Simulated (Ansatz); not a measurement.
# BNH (doublet): from Hartree-Fock to the top rungs, def2-TZVPP

One table from this session's results is given with a row withheld; the runs are named, their logs left out.

Method: def2-TZVPP, core rule «outside noble gas», up to 2 orbitals frozen; program: Ansatz 0.2.0, Gaussian basis.

Plan: UHF; ROHF; CCSD(T) on UHF.

### The geometry

The geometry is a PBE0/def2-TZVP stationary point (not a proven minimum) of the parent state, kept for this charge and spin.

3 atoms, charge 0, spin multiplicity 2.

Atoms are counted from 1 here; the program's logs count them from 0.

Bond lengths: B1–N2 1.503 Å, B1–H3 1.206 Å. Angles: N2–B1–H3 117.0°.

Set-up of the first run:

File in.yaml:

```yaml
crystal:
  periodic: [false, false, false]
  atoms:
    - {symbol: B, position_ang: [0.000000, -0.185227, 0.772970]}
    - {symbol: N, position_ang: [0.000000, 0.087426, -0.705019]}
    - {symbol: H, position_ang: [0.000000, 0.771807, 1.506451]}
basis:
  gaussian: {orbitals: def2-TZVPP}
magnetization: {spin_polarized: true, initial_magnetization: 1}
hamiltonian: {xc: hf}
output: {orbitals: {seedname: orbitals}}
```

Command:

```bash
$ ansatz run in.yaml --threads 1 --pin off --events-out ev --progress --plain --max-ram 4096MiB --backend cpu
```

Among the steps run: UHF; ROHF; CCSD(T) on UHF.

One of the session's tables, all rows but one given; the rest of the session is left out.

| method | from UCCSD(T) (meV) |
| --- | --- |
| ROHF | +8444.9 |
| UHF | +7047.2 |
| UMP2 | ? |
| UCCSD | +355.6 |
| UCCSD(T) | 0 |

Estimate the missing values for UMP2.

The run gave: from UCCSD(T) (meV): +1554.8. In the column «from UCCSD(T) (meV)» it lies between UCCSD (+355.6) and UHF (+7047.2).

Caveats from the session: The determinant is far from a pure spin state, so its energy mixes those of several spin states (harmless only where they are near-degenerate, as at dissociation).
